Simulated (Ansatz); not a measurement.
BS⁺, triplet: stretch scan

Starting geometry (PBE0/def2-TZVP stationary point for this spin):

| atom | x (Å) | y (Å) | z (Å) |
| --- | --- | --- | --- |
| B | 0.0000 | 0.0000 | 0.0000 |
| S | 0.0000 | 0.0000 | 1.7033 |

From there S2 moves along the line of the two atoms named below, all else staying in place; atoms are numbered as listed. Energies are in kJ/mol, counted from the starting geometry at the same level.

Basis cc-pVTZ; Ansatz 0.2.0. Only valence electrons are correlated (noble-gas cores frozen). R marks a restricted (for open shells ROHF) determinant, U an unrestricted one.

For open shells CISD is restricted-active-space CI with the open shells as a complete middle space. The reference follows the lowest state, whose symmetry changes along the scan.

Full CI isn't at hand for all of this; UCCSDT(Q) serves as the reference, and is uncertain by about the last step of the cluster series.

```
distance B1-S2 (Å)   CISD
             1.509   81.1
             1.703    0.0
             1.873   28.0
             3.154  176.7
             4.616  232.3
```

Task: Estimate the UCCSDT(Q) curve in cc-pVTZ from this one, knowing how CISD errs.

Result: The computed UCCSDT(Q) values, in kJ/mol from the starting point, and the error of CISD against them:
```tsv
distance B1-S2 (Å)	UCCSDT(Q)	CISD less UCCSDT(Q)
1.509	88.2	-7.2
1.703	0.0	0.0
1.873	20.8	7.2
3.154	176.6	0.1
4.616	239.8	-7.5
```

The error spans 14.8 kJ/mol and is largest, -7.5 kJ/mol, at 4.616 Å.
